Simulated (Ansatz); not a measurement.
An input meant for the cluster SiC2⁺ (charge 1, doublet).

```yaml
crystal:
  periodic: [false, false, false]
  atoms:
    - {symbol: Si, position_ang: [-0.786490, -0.156251, -0.836333]}
    - {symbol: C, position_ang: [0.488087, -0.551059, 0.446424]}
    - {symbol: C, position_ang: [0.298393, 0.707311, 0.389908]}
basis:
  gaussian: {orbitals: pcseg-2, final_grid: {core_spheres: 1, valence_spheres: 1, degree: 1}}
total_charge: 1
magnetization: {spin_polarized: true, initial_magnetization: 1}
hamiltonian: {xc: {name: r2SCAN}}
scf: {lower_state_search: off}
```

```sh
$ ansatz run in.yaml --threads 4 --pin off --events-out ev --progress --plain --max-ram 3916MiB
```

Shortened log:

```
Functional definition: r2SCAN
578 factors; their error is unknown
mean field evaluation 1: about -9898.6057 eV, gradient 6.9e1 eV
mean field evaluation 2: about -9700.1367 eV, gradient 1.6e2 eV
mean field evaluation 4: about -9935.2073 eV, gradient 7.6e0 eV
mean field evaluation 8: about -9935.5602 eV, gradient 9.1e-1 eV
mean field evaluation 16: about -10139.9477 eV, gradient 4.5e1 eV
mean field evaluation 32: about -10188.0391 eV, gradient 4.2e0 eV
a density is far from that of the atoms, so the factors are made again for it
832 factors; integrals over basis functions are off by at most 4.1e-4 eV
mean field evaluation 64: about -10186.4804 eV, gradient 3.6e0 eV
mean field -10189.52832425 eV, -374.4582592058 hartree, gradient 3.0e-6 eV, S^2 4.675206; 0 other end points of the search recorded, 0 dependent functions left out
reference -10189.52834462 eV, -374.4582599544 hartree; 13, 12 occupied and 81, 82 virtual orbitals, 832 factors
Total energy: -10189.52834462 eV, -374.4582599544 hartree
Checks for a lower state left out: stability, starts, cluster_reference, orbital_swaps, neighbouring_geometries, increment
```

In this input the integration grid is far too coarse. Self-consistency was reached. The result belongs to that input, not to the species as meant.

The charge 1 doublet is spin-contaminated (final ⟨S²⟩ up to 4.68, 0.75 for a pure state).
